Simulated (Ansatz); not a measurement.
in.yaml

```yaml
crystal:
  periodic: [false, false, false]
  atoms:
    - {symbol: B, position_ang: [0.084376, 0.005225, 1.811998]}
    - {symbol: Al, position_ang: [-0.080498, 0.013599, -0.113409]}
    - {symbol: H, position_ang: [-0.003878, -0.018825, -1.698589]}
basis:
  gaussian: {orbitals: 6-31G}
magnetization: {spin_polarized: false, initial_magnetization: 3}
correlation: {method: fic_mrcisd_q, electrons: valence, active_space: {window: {electrons: 7, orbitals: 5}}}
accuracy: high
```

```sh
$ ansatz run in.yaml --threads 1 --pin off --events-out ev --progress --plain --max-ram 2393MiB
```

The program prints:

```
523 factors; integrals over basis functions are off by at most 2.9e-9 eV
mean field evaluation 1: about -7263.5990 eV, gradient 7.1e0 eV
mean field evaluation 2: about -7263.6046 eV, gradient 7.1e0 eV
mean field evaluation 4: about -7264.9984 eV, gradient 2.0e0 eV
mean field evaluation 8: about -7265.1356 eV, gradient 3.1e-1 eV
mean field evaluation 16: about -7265.1376 eV, gradient 1.7e-8 eV
mean field -7265.13757118 eV, -266.9888812539 hartree, gradient 1.7e-8 eV, S^2 3.750000; 2 other end points of the search recorded, 0 dependent functions left out
reference -7265.13757118 eV, -266.9888812539 hartree; 11, 8 occupied and 13, 16 virtual orbitals, 523 factors
state -7265.13757289 eV, -266.9888813164 hartree
contracted CI cycle   1: correlation 0.00000000 eV, 0.0000000000 hartree, residual 8.40e0 eV
contracted CI cycle   2: correlation -1.94562560 eV, -0.0715004219 hartree, residual 1.73e0 eV
contracted CI cycle   3: correlation -2.06429273 eV, -0.0758613586 hartree, residual 6.13e-1 eV
contracted CI cycle   4: correlation -2.07651412 eV, -0.0763104864 hartree, residual 1.81e-1 eV
contracted CI cycle   5: correlation -2.07758562 eV, -0.0763498634 hartree, residual 7.25e-2 eV
contracted CI cycle   6: correlation -2.07775955 eV, -0.0763562549 hartree, residual 2.59e-2 eV
contracted CI cycle   7: correlation -2.07778711 eV, -0.0763572679 hartree, residual 9.66e-3 eV
contracted CI cycle   8: correlation -2.07779047 eV, -0.0763573915 hartree, residual 3.67e-3 eV
contracted CI cycle   9: correlation -2.07779092 eV, -0.0763574078 hartree, residual 1.30e-3 eV
contracted CI cycle  10: correlation -2.07779097 eV, -0.0763574097 hartree, residual 3.90e-4 eV
contracted CI cycle  11: correlation -2.07779097 eV, -0.0763574099 hartree, residual 1.37e-4 eV
contracted CI cycle  12: correlation -2.07779097 eV, -0.0763574099 hartree, residual 5.16e-5 eV
contracted CI cycle  13: correlation -2.07779097 eV, -0.0763574099 hartree, residual 1.87e-5 eV
contracted CI cycle  14: correlation -2.07779097 eV, -0.0763574099 hartree, residual 6.83e-6 eV
contracted CI cycle  15: correlation -2.07779097 eV, -0.0763574099 hartree, residual 2.31e-6 eV
state -7265.13757289 eV, -266.9888813164 hartree; corrected -7267.38586332 eV, -267.0715044661 hartree
Total energy: -7267.38586332 eV, -267.0715044661 hartree
```

Natural occupations: 2.0000 2.0000 1.0000 1.0000 1.0000.

Ran on 1 thread of Arm Neoverse N1, shared host: 1.1 s wall, 0.15 GiB peak host memory.
